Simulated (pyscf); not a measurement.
This saddle point was located with ωB97X-D3(BJ)/def2-SVP in PySCF.

```xyz
8

O     -0.9180     0.7326     1.6590
Ta    -0.0827     0.2821    -0.0054
F      0.1625     2.1434    -0.1569
F     -1.1069     0.2314    -1.5620
F      1.7549    -0.0252    -0.0515
F     -0.4287    -1.5375     0.3421
H     -1.4450    -0.3692     2.4774
H     -1.5920    -1.1532     2.6229
```
Charge 0, spin multiplicity 2.

Surface: doublet, charge 0. Lowest wavenumbers (cm⁻¹): 789i, 91, 119, 141, 196.

Name the species on either side of this saddle.

HO–Ta(F)(F)(F)–F + H atom (H•) ⇌ [O–Ta(F)(F)(F)–F]• + hydrogen (H₂), a hydrogen abstraction read from left to right: H–O broken and H–H formed. At ωB97M-D3(BJ)/def2-TZVP it lies +20.0 kcal/mol from the left side and +4.8 kcal/mol from the right (each side as separated species at their lowest minima found). The same reactants have a lower exit, to H₂O + [F–Ta(F)(F)–F]• (barrier +9.8 kcal/mol at ωB97M-D3(BJ)/def2-TZVP, against +20.0 kcal/mol here). One saddle was located; it need not be the lowest between these sides. The angle at the transferred H is 153°. Open-shell species with a d-block atom are single-reference here; other states, and whether the spin sits on metal or ligand, were not checked. Elements past Kr carry the def2 core potentials, without spin-orbit coupling.
